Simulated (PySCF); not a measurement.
Acid–base and redox partners of C#N. All species are isolated molecules in the gas phase. Strings in code marks are SMILES.

Quantity: vertical ionisation energy (energy after one electron is removed minus that of the parent at the parent's geometry), in eV.

Case: `C#N`. Geometry of `C#N` (neutral, multiplicity 1, Å):

```xyz
3

C     -0.0261    -0.2593     0.0000
N      1.1015    -0.0539     0.0000
H     -1.0755    -0.4506     0.0000
```

Give the vertical ionisation energy (energy after one electron is removed minus that of the parent at the parent's geometry) at the level PBE-D3(BJ)/def2-TZVP // B3LYP-D3(BJ)/def2-TZVP (PySCF).

13.81 eV.
